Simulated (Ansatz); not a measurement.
## A van 't Hoff estimate for C3H8 + BF2 ⇌ C3H7 + BHF2

Species: C3H8 `CCC`, singlet; BF2 `F[B]F`, doublet; C3H7 (methylethyl) `C[CH]C`, doublet; BHF2 `FBF`, singlet. A radical takes H: the energy is the difference in strength between the C–H bond broken and the B–H bond made.

The electronic reaction energy at CCSD(T)/CBS estimate is -33.4 kJ/mol. Shapes: PBE0-D4/def2-TZVP. Programs: Ansatz 0.2.0. Enthalpy and entropy come from rigid-rotor, harmonic-oscillator sums on unscaled PBE0-D4/def2-TZVP wavenumbers, ideal gases at 1 bar. Symmetry numbers: C3H8 2, BF2 2, C3H7 1, BHF2 2. R = 8.3145 J/(mol K).

```
T (K)  ΔH (kJ/mol)  ΔS (J/(mol K))
  600        -41.7           +28.2
  800        -40.6           +29.8
 1000            ?               ?
```

Q: Work out ln K at 600 and 800 K, and from these estimate it at 1000 K.

A: 
1. 600 K: ΔG = -41.7 − 600 × (+28.2)/1000 = -58.6 kJ/mol; ln K = −ΔG/RT = +11.75.
2. 800 K: ΔG = -40.6 − 800 × (+29.8)/1000 = -64.4 kJ/mol; ln K = −ΔG/RT = +9.68.
3. Slope against 1000/T: (+9.68 − (+11.75))/(1.2500 − 1.6667) = +4.97, that is −ΔH/R with ΔH near -41 kJ/mol.
4. 1000 K: ln K = +11.75 + (+4.97) × (1.0000 − 1.6667) = +8.44.

The full sums give ΔH = -39.7 kJ/mol, ΔS = +30.8 J/(mol K), ΔG = -70.5 kJ/mol and ln K = +8.48 at 1000 K, so the line is off by -0.04 in ln K; without rounding the miss is -0.03, from the change of ΔH with temperature. The products are favoured over this whole range. An error of 10 kJ/mol in the energy moves ln K by 1.2 at 1000 K. Soft modes are treated as harmonic, which can err either way at these temperatures; the lowest are those of C3H8 (223 cm⁻¹), C3H7 (110 cm⁻¹). Open shells run unrestricted. The CBS estimate extrapolates MP2 from def2-TZVPP and def2-QZVPP and adds CCSD(T) − MP2 in the triple-zeta set, cores frozen.
